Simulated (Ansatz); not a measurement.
Born–Oppenheimer molecular dynamics of AlH₄N (6 atoms, charge 0, multiplicity 1). It starts at the highest image of a converged band, a first-order saddle point between two minima.

These are results of RKS PBE-D4/def2-SVP (Ansatz 0.2.0), not measurements.

* ensemble: NVE (velocity Verlet)
* time step: 0.5 fs
* steps asked: 200
* starting velocities drawn for: 100 K
* seed: 6962

First frame:

```xyz
6
Properties=species:S:1:pos:R:3
Al 0.383 0.526 -0.255
N 1.033 -0.016 1.492
H 0.650 -0.622 2.245
H 1.863 0.471 1.857
H 1.768 -0.370 0.279
H -1.162 0.010 -0.312
```

(1) How far do the bonds stretch over the last three quarters of this one trajectory? (Pairs bonded in most of those frames.)

Answers

(1) 
| bond | mean (Å) | spread (Å) | shortest | longest |
| --- | --- | --- | --- | --- |
| Al1–N2 | 1.815 | 0.074 | 1.71 | 1.94 |
| Al1–H5 | 1.730 | 0.183 | 1.42 | 2.02 |
| Al1–H6 | 1.665 | 0.108 | 1.50 | 1.88 |
| N2–H3 | 1.035 | 0.011 | 1.01 | 1.06 |
| N2–H4 | 1.036 | 0.012 | 1.02 | 1.06 |

Pairs bonded in part of these frames only: Al1–H5 76 %.

Mean temperature of the second half: 2462 K. The conserved energy stayed within 0.36 meV per atom of its start (net change 0.12 meV per atom), so the integration is sound. The kinetic energy rose, since the run started high on the potential surface and went downhill. A run of 0.1 ps of so small a system gives no equilibrium averages. The orbitals stay closed-shell, which can raise the energy where a bond breaks towards radicals; this wasn't checked here.

The run took 3.1 min on 1 thread of Arm Neoverse V1 (shared host), peak memory 0.098 GiB.
